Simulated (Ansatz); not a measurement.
For GeSe (Pnma, No. 62), LDA (Ansatz, a quantum-chemistry and plane-wave program, plane waves, PAW) gives:

- bulk modulus = 40.6 GPa
- cohesive energy = 4.28 eV/atom
- band gap = 0.28 eV

Problem. What does PBE (plane waves, PAW; Ansatz) give for the same quantities?

Solution. 
- bulk modulus: 16.8 GPa (decreases by 59 %)
- cohesive energy: 3.40 eV/atom (falls by 0.88 eV/atom)
- band gap: 0.88 eV (increases by 0.60 eV)

Changes are worked out from the printed values.

Unless a cell is named, each level is at its own relaxed cell (LDA 21.37, PBE 24.60 Å³/atom).

Levels without +SOC have no spin–orbit coupling; where heavier elements are present it shifts gaps, mostly down, and can invert bands. Density-functional gaps are differences of (generalised) Kohn–Sham levels.

Caveats: LDA has no dispersion term either, though it tends to give short spacings of layers, chains or molecules (LDA); for a layered or molecular solid the relaxed cell lies over 5 % above the published volume, where the minimum can be shallow (PBE); the bulk modulus is −V dP/dV from two relaxed cells at ±2 % in volume (LDA, PBE); the cell comes from a level without a dispersion term, which matters for the spacing of layers, chains or molecules (PBE). Ansatz's density-functional and Hartree–Fock values are scalar-relativistic unless marked +SOC, with PAW data made under PBE.
